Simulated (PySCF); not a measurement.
**Basis-set dependence of population analyses: ethynylalumane**

Ethynylalumane, C2H3Al.
Numbering: `[CH:1]#[C:2][AlH2:3]` (hydrogens: H4 on C1; H5, H6 on Al3)

PBE0 throughout (PySCF), one geometry, spherical d and f functions. Isolated species at its PBE0-D3(BJ)/def2-SVP geometry, gas phase. Atoms taken as equivalent share a column and are averaged.

Mulliken charges (e):

| basis | functions | C1 | C2 | Al3 | H4 | H5/H6 |
| --- | --- | --- | --- | --- | --- | --- |
| pcSseg-0 | 37 | -0.369 | -0.467 | +1.055 | +0.285 | -0.252 |
| 6-31G* | 52 | -0.224 | -0.128 | +0.312 | +0.239 | -0.100 |
| cc-pVDZ | 61 | -0.086 | -0.051 | +0.328 | +0.024 | -0.108 |
| def2-SVP | 61 | -0.259 | -0.043 | +0.597 | +0.049 | -0.172 |
| aug-cc-pVDZ | 100 | +1.450 | -1.127 | -0.186 | -0.317 | +0.090 |
| 6-311+G(2d,p) | 107 | -1.319 | +0.433 | +0.961 | +0.164 | -0.119 |
| def2-TZVP | 117 | -0.146 | -0.286 | +0.434 | +0.181 | -0.091 |
| cc-pVTZ | 136 | -0.050 | -0.280 | +0.370 | +0.160 | -0.100 |
| IGLO-III | 144 | -0.213 | -0.308 | +0.818 | +0.150 | -0.223 |
| pcSseg-3 | 319 | -0.147 | -0.328 | +0.683 | +0.138 | -0.174 |

IAO charges (e):

| basis | functions | C1 | C2 | Al3 | H4 | H5/H6 |
| --- | --- | --- | --- | --- | --- | --- |
| pcSseg-0 | 37 | -0.155 | -0.373 | +0.691 | +0.195 | -0.179 |
| 6-31G* | 52 | -0.158 | -0.387 | +0.736 | +0.199 | -0.195 |
| cc-pVDZ | 61 | -0.170 | -0.381 | +0.738 | +0.202 | -0.195 |
| def2-SVP | 61 | -0.162 | -0.383 | +0.757 | +0.196 | -0.204 |
| aug-cc-pVDZ | 100 | -0.180 | -0.380 | +0.747 | +0.206 | -0.196 |
| 6-311+G(2d,p) | 107 | -0.179 | -0.391 | +0.769 | +0.207 | -0.203 |
| def2-TZVP | 117 | -0.178 | -0.392 | +0.772 | +0.207 | -0.204 |
| cc-pVTZ | 136 | -0.178 | -0.390 | +0.764 | +0.207 | -0.202 |
| IGLO-III | 144 | -0.180 | -0.392 | +0.773 | +0.207 | -0.204 |
| pcSseg-3 | 319 | -0.180 | -0.393 | +0.776 | +0.207 | -0.205 |

Hirshfeld charges (e):

| basis | functions | C1 | C2 | Al3 | H4 | H5/H6 |
| --- | --- | --- | --- | --- | --- | --- |
| pcSseg-0 | 37 | -0.080 | -0.233 | +0.535 | +0.099 | -0.161 |
| 6-31G* | 52 | -0.078 | -0.227 | +0.506 | +0.105 | -0.153 |
| cc-pVDZ | 61 | -0.082 | -0.229 | +0.527 | +0.100 | -0.159 |
| def2-SVP | 61 | -0.081 | -0.228 | +0.534 | +0.099 | -0.162 |
| aug-cc-pVDZ | 100 | -0.087 | -0.236 | +0.543 | +0.099 | -0.159 |
| 6-311+G(2d,p) | 107 | -0.088 | -0.239 | +0.545 | +0.100 | -0.160 |
| def2-TZVP | 117 | -0.086 | -0.233 | +0.537 | +0.099 | -0.158 |
| cc-pVTZ | 136 | -0.086 | -0.232 | +0.535 | +0.099 | -0.158 |
| IGLO-III | 144 | -0.090 | -0.233 | +0.538 | +0.098 | -0.157 |
| pcSseg-3 | 319 | -0.087 | -0.235 | +0.542 | +0.099 | -0.159 |

ESP-fitted charges (e):

| basis | functions | C1 | C2 | Al3 | H4 | H5/H6 |
| --- | --- | --- | --- | --- | --- | --- |
| pcSseg-0 | 37 | -0.168 | -0.539 | +1.197 | +0.266 | -0.378 |
| 6-31G* | 52 | -0.269 | -0.357 | +0.914 | +0.290 | -0.289 |
| cc-pVDZ | 61 | -0.269 | -0.369 | +0.931 | +0.287 | -0.290 |
| def2-SVP | 61 | -0.247 | -0.401 | +0.999 | +0.280 | -0.315 |
| aug-cc-pVDZ | 100 | -0.312 | -0.345 | +0.952 | +0.302 | -0.298 |
| 6-311+G(2d,p) | 107 | -0.327 | -0.345 | +0.962 | +0.314 | -0.302 |
| def2-TZVP | 117 | -0.319 | -0.346 | +0.969 | +0.307 | -0.306 |
| cc-pVTZ | 136 | -0.314 | -0.345 | +0.957 | +0.305 | -0.302 |
| IGLO-III | 144 | -0.303 | -0.361 | +0.977 | +0.301 | -0.307 |
| pcSseg-3 | 319 | -0.309 | -0.350 | +0.967 | +0.302 | -0.305 |

Which scheme is steadiest as the basis changes?

Largest range over the bases for any column: Hirshfeld 0.04 e, IAO 0.08 e, ESP-fitted 0.28 e, Mulliken 2.77 e. Hirshfeld charges move least and Mulliken charges most, counted in e.

How much do the charges still move between the two largest bases, IGLO-III and pcSseg-3?

At most, over all atoms: Mulliken 0.135 e, IAO 0.003 e, Hirshfeld 0.004 e, ESP-fitted 0.010 e.

What do the same runs give for the total energy, the frontier levels and the dipole moment?

```json
{"basis": "pcSseg-0", "energy (Eh)": "-319.7082", "HOMO (eV)": "-8.12", "LUMO (eV)": "-2.00", "μ (D)": "0.74"}
{"basis": "6-31G*", "energy (Eh)": "-320.1259", "HOMO (eV)": "-7.77", "LUMO (eV)": "-1.76", "μ (D)": "0.69"}
{"basis": "cc-pVDZ", "energy (Eh)": "-320.1469", "HOMO (eV)": "-7.89", "LUMO (eV)": "-1.85", "μ (D)": "0.57"}
{"basis": "def2-SVP", "energy (Eh)": "-320.0118", "HOMO (eV)": "-7.96", "LUMO (eV)": "-1.84", "μ (D)": "0.63"}
{"basis": "aug-cc-pVDZ", "energy (Eh)": "-320.1516", "HOMO (eV)": "-8.00", "LUMO (eV)": "-1.95", "μ (D)": "0.50"}
{"basis": "6-311+G(2d,p)", "energy (Eh)": "-320.1745", "HOMO (eV)": "-8.03", "LUMO (eV)": "-1.92", "μ (D)": "0.52"}
{"basis": "def2-TZVP", "energy (Eh)": "-320.1831", "HOMO (eV)": "-8.02", "LUMO (eV)": "-1.88", "μ (D)": "0.55"}
{"basis": "cc-pVTZ", "energy (Eh)": "-320.1827", "HOMO (eV)": "-8.00", "LUMO (eV)": "-1.87", "μ (D)": "0.55"}
{"basis": "IGLO-III", "energy (Eh)": "-320.1839", "HOMO (eV)": "-8.02", "LUMO (eV)": "-1.87", "μ (D)": "0.50"}
{"basis": "pcSseg-3", "energy (Eh)": "-320.1965", "HOMO (eV)": "-8.03", "LUMO (eV)": "-1.90", "μ (D)": "0.52"}
```

The dipole is fixed by the density alone, so its range of 0.24 D shows that the density itself changes with the basis, not only its division among atoms.
